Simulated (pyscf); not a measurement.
Structures and frequencies: ωB97X-D3(BJ)/def2-SVP in PySCF.

**Question.** For `[SiH3][O][SiH2][O][SiH3]` + `[FH]` + `[FH]` -> `[F][SiH2][O][SiH3]` + `[OH][SiH3]` + `[FH]`, a multi-bond step (singlet surface; O–Si, F–H, F–H broken, F–Si, H–O, F–H formed), PBE/def2-TZVP gives ΔE‡ = -0.22 eV and ΔE = -0.37 eV (zero: the separated reactants). In which direction and how far do PBE0-D3(BJ)/def2-TZVP, M06-2X/def2-TZVP, ωB97M-D3(BJ)/def2-TZVP move these?

**Answer.** PBE0-D3(BJ): ΔE‡ = -0.12 eV, ΔE = -0.25 eV; M06-2X: ΔE‡ = -0.09 eV, ΔE = -0.25 eV; ωB97M-D3(BJ): ΔE‡ = -0.02 eV, ΔE = -0.28 eV. PBE's barrier lies under all of them, by 0.10 to 0.19 eV. Its reaction energy lies under all of them, by 0.09 to 0.13 eV. On the reactant side the descent ends in a bound adduct (not fully relaxed), 0.73 eV under the separated species and 0.71 eV under the saddle at ωB97X-D3(BJ)/def2-TZVP. On the product side the descent ends in an adduct with a O–Si contact, 0.00 eV over the separated species and 0.18 eV under the saddle at ωB97X-D3(BJ)/def2-TZVP. At PBE, PBE0-D3(BJ), M06-2X, ωB97M-D3(BJ) the saddle lies under the separated reactants, which points to a path from their complex (located at ωB97X-D3(BJ) alone). What is counted as broken (O–Si) persists as a longer contact in the product adduct; parting that adduct is a step of its own. One saddle was located; it need not be the lowest between these sides.
